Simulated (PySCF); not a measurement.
Methoxyacetonitrile, C₃H₅NO.
Cartesian coordinates in Å at the PBE0-D3(BJ)/def2-SVP level; atoms count from 1:
```
atom  x, y, z in Å
C1    -1.348    0.075    0.108
O2    -0.407   -0.379   -0.828
C3     0.868   -0.551   -0.313
C4     1.510    0.714    0.095
N5     1.980    1.719    0.422
H6    -2.315    0.138   -0.407
H7    -1.088    1.075    0.501
H8    -1.443   -0.625    0.961
H9     1.487   -1.013   -1.097
H10    0.880   -1.230    0.564
```

The closed-shell ground state was solved at several levels (PySCF, density fitting, gas phase, non-relativistic).

```csv
level,basis functions,total energy (Eh),HOMO (eV),LUMO (eV),gap (eV),dipole (D)
PBE0/6-31+G*,100,-246.9772,-8.50,-0.14,8.36,3.27
LDA/def2-SVPD,143,-245.0252,-7.02,-1.42,5.60,3.27
PBE0/6-31G*,80,-246.9670,-8.22,0.47,8.69,3.11
PBE0/def2-SVP,95,-246.7876,-8.33,0.32,8.65,3.08
PBE0/IGLO-III,225,-247.0725,-8.51,-0.08,8.43,3.31
B3LYP/def2-SVPD,143,-247.0933,-8.31,-0.35,7.96,3.24
PBE0/pcSseg-0,55,-246.3903,-8.30,0.15,8.45,3.23
```

Problem. What might LC-wPBE/def2-SVPD (143 basis functions) give for the same quantities?

Solution. Total energy -246.9314 Eh, HOMO -11.33 eV, LUMO 2.04 eV, gap 13.37 eV, dipole 3.27 D.

Problem. Over all these levels, which gives the widest orbital gap and which the narrowest?

Solution. LC-wPBE/def2-SVPD (range-separated hybrid) has the widest, 13.37 eV, and LDA/def2-SVPD (LDA) the narrowest, 5.60 eV. The two share the basis. From the narrowest to the widest the HOMO moves by -4.31 eV and the LUMO by +3.46 eV.

Problem. How much does the basis alone move the frontier levels among the 5 PBE0 rows?

Solution. The HOMO by 0.29 eV and the LUMO by 0.61 eV. By rising basis size (HOMO, LUMO in eV): pcSseg-0 -8.30, 0.15; 6-31G* -8.22, 0.47; def2-SVP -8.33, 0.32; 6-31+G* -8.50, -0.14; IGLO-III -8.51, -0.08.

Problem. How far do the dipole and the HOMO energy spread over the levels?

Solution. The dipole runs from 3.08 to 3.31 D (mean 3.22 D) and the HOMO from -11.33 to -7.02 eV.

One conformer stands for the species.
